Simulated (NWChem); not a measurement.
System: diphosphorus (P$_{2}$); SMILES P#P

Results from NWChem. Pople sets run with spherical d functions. Each level has its own optimisation; frequencies are unscaled.

```csv
level,r P–P (Å),highest harmonic frequency (cm⁻¹),zero-point energy (kcal/mol)
CAM-B3LYP/def2-SVP,1.877,859,1.2
Hartree-Fock/6-31G*,1.859,909,1.3
B3LYP/def2-TZVP,1.890,811,1.2
B3LYP/6-31G*,1.904,798,1.1
```
